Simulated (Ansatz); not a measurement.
# H$_{3}$Si–SiH⁺, quartet: reading a ladder of total energies

Geometry: that of the H3Si–SiH, triplet, kept fixed. The doublet lies 3.1 eV lower here.

```xyz
6

Si    0.0000   -0.0423    1.1069
Si    0.0000    0.0877   -1.2063
H     1.2091   -0.7474    1.6139
H     0.0000    1.3526    1.6175
H    -1.2091   -0.7474    1.6139
H     0.0000   -1.1242   -2.0764
```

Basis cc-pVDZ; Ansatz 0.2.0. Correlated methods freeze the noble-gas cores, which leaves 11 electrons in 46 orbitals. Prefix R: restricted or restricted open-shell reference; prefix U: unrestricted.

Full CI isn't at hand for all of this; UCCSDT(Q) serves as the reference, and is uncertain by about the last step of the cluster series.

Runs differ by some tens of microhartree through their thresholds and, for an open shell, their frozen cores, so steps under 0.03 kcal/mol mean nothing.

| level | total energy (hartree) |
| --- | --- |
| UHF | -579.739352 |
| UMP2 | -579.889073 |
| UCCSD | -579.933559 |
| UCCSD(T) | -579.938800 |
| UCCSDT | -579.940288 |
| UCCSDT(Q) | -579.940479 |

**Question.** What is the correlation energy at UCCSDT(Q), and what share of it do UMP2 and UCCSD recover?

**Answer.** E(corr) = -579.940479 − (-579.739352) = -0.201127 hartree = -5.473 eV. UMP2: -0.149721 / -0.201127 = 74.44 %. UCCSD: -0.194207 / -0.201127 = 96.56 %.

**Question.** By how many kcal/mol does UCCSD(T) miss UCCSDT(Q) (1 hartree = 627.509 kcal/mol), and which steps make up the rest?

**Answer.** -579.938800 − (-579.940479) = 0.001679 hartree = 1.05 kcal/mol. Steps: UCCSDT − UCCSD(T) = -0.93, UCCSDT(Q) − UCCSDT = -0.12 kcal/mol. Differences between like states or geometries often cancel part of this.
